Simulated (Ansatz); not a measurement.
Kohn–Sham single points on C₃H₅FO₂, SMILES `COC1(F)CO1`.

```yaml
crystal:
  periodic: [false, false, false]
  atoms:
    - {symbol: C, position_ang: [-1.521478, 0.743533, 0.416519]}
    - {symbol: O, position_ang: [-0.808067, -0.426772, 0.028656]}
    - {symbol: C, position_ang: [0.524015, -0.322608, 0.169490]}
    - {symbol: F, position_ang: [0.889749, -0.247011, 1.472656]}
    - {symbol: C, position_ang: [1.440881, -0.889383, -0.788471]}
    - {symbol: O, position_ang: [1.222958, 0.540629, -0.641480]}
    - {symbol: H, position_ang: [-2.568134, 0.548042, 0.194078]}
    - {symbol: H, position_ang: [-1.403870, 0.936252, 1.485223]}
    - {symbol: H, position_ang: [-1.178625, 1.608174, -0.157684]}
    - {symbol: H, position_ang: [1.054521, -1.315838, -1.708633]}
    - {symbol: H, position_ang: [2.413549, -1.232016, -0.449955]}
basis:
  gaussian: {orbitals: def2-TZVPP}
hamiltonian: {xc: {name: wB97M-V}}
output: {forces: true, orbitals: {seedname: orbitals}}
```

```sh
$ ansatz run in.yaml --threads 4 --pin off --events-out ev --progress --plain --max-ram 10444MiB
```

Shortened log:

```
Functional definition: wB97M-V
1293 factors; their error is unknown
303 factors; integrals over basis functions are off by at most 9.9e-6 eV
mean field evaluation 1: about -9998.7757 eV, gradient 5.0e1 eV
mean field evaluation 2: about -9999.7316 eV, gradient 4.8e1 eV
mean field evaluation 4: about -10003.0134 eV, gradient 2.3e0 eV
mean field evaluation 8: about -10003.0318 eV, gradient 4.1e-2 eV
mean field evaluation 16: about -10003.0198 eV, gradient 3.4e-4 eV
mean field -10003.01981961 eV, -367.6041980804 hartree, gradient 2.7e-5 eV, S^2 0.000000; 0 other end points of the search recorded, 0 dependent functions left out
reference -10003.01986355 eV, -367.6041996952 hartree; 24, 24 occupied and 232, 232 virtual orbitals, 1293 factors
Total energy: -10003.01986355 eV, -367.6041996952 hartree
Atom 0 at    -1.521478     0.743533     0.416519 Å, force    -0.142546     0.241062     0.081955 eV/Å
Atom 1 at    -0.808067    -0.426772     0.028656 Å, force    -0.139278    -0.191568    -0.089728 eV/Å
Atom 2 at     0.524015    -0.322608     0.169490 Å, force     0.069842    -0.075089    -0.078338 eV/Å
Atom 3 at     0.889749    -0.247011     1.472656 Å, force     0.054953     0.024820     0.220189 eV/Å
Atom 4 at     1.440881    -0.889383    -0.788471 Å, force     0.151023    -0.313110    -0.128375 eV/Å
Atom 5 at     1.222958     0.540629    -0.641480 Å, force     0.011023     0.299095    -0.049671 eV/Å
Atom 6 at    -2.568134     0.548042     0.194078 Å, force     0.093446     0.024740     0.021611 eV/Å
Atom 7 at    -1.403870     0.936252     1.485223 Å, force    -0.005495    -0.019095    -0.094091 eV/Å
Atom 8 at    -1.178625     1.608174    -0.157684 Å, force    -0.023922    -0.074966     0.048609 eV/Å
Atom 9 at     1.054521    -1.315838    -1.708633 Å, force     0.028882     0.044734     0.094387 eV/Å
Atom 10 at     2.413549    -1.232016    -0.449955 Å, force    -0.097929     0.039377    -0.026548 eV/Å
Dipole moment:    -0.139082    -0.101804    -0.135120 e Å
```

It took 10 s on 4 threads of an Arm Neoverse V2 on a shared host, with 0.89 GiB of host memory at the peak.

With the line `hamiltonian: {xc: {name: wB97X-V}}` and no forces (abridged; 7 s):

```
Functional definition: wB97X-V
mean field evaluation 16: about -10003.1217 eV, gradient 2.6e-4 eV
mean field -10003.12169935 eV, -367.6079420915 hartree, gradient 3.8e-5 eV, S^2 0.000000
Total energy: -10003.12169752 eV, -367.6079420246 hartree
```
